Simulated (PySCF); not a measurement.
Breaking a bond: H3N, SMILES N, singlet. The N1–H4 bond (N1 also carries H, H; H4 carries nothing else) is pulled apart rigidly from the PBE0/def2-TZVP optimised geometry.

- UKS-CAM-B3LYP = unrestricted CAM-B3LYP/cc-pVDZ (PySCF)
- CASSCF(2,2)/cc-pVDZ (PySCF)
- UCCSD(T) = CCSD(T) on UHF/cc-pVDZ, 1 core orbital frozen run with PySCF

Energies relative to the lowest point of each curve near equilibrium, in eV:

```tsv
R / Å	UKS-CAM-B3LYP	CASSCF(2,2)
0.77	2.474	2.562
0.85	0.933	0.986
0.92	0.271	0.302
0.99	0.019	0.029
1.07	0.049	0.037
1.12	0.180	0.153
1.24	0.698	0.625
1.37	1.411	1.261
1.67	3.087	2.611
1.80	3.677	3.043
2.48	4.671	3.987
2.72	4.744	4.059
```

Q: What does UCCSD(T) give at the same points?

A: 0.77: 2.560; 0.85: 0.977; 0.92: 0.291; 0.99: 0.024; 1.07: 0.044; 1.12: 0.171; 1.24: 0.677; 1.37: 1.365; 1.67: 2.901; 1.80: 3.426; 2.48: 4.585; 2.72: 4.627 (eV).

The unrestricted determinant behind UKS-CAM-B3LYP is spin-contaminated at 1.80 to 3.51 Å (<S²> up to 1.0, against 0.00 for a pure singlet). The unrestricted determinant behind UCCSD(T) is spin-contaminated at 1.51 to 3.51 Å (<S²> up to 1.0, against 0.00 for a pure singlet).
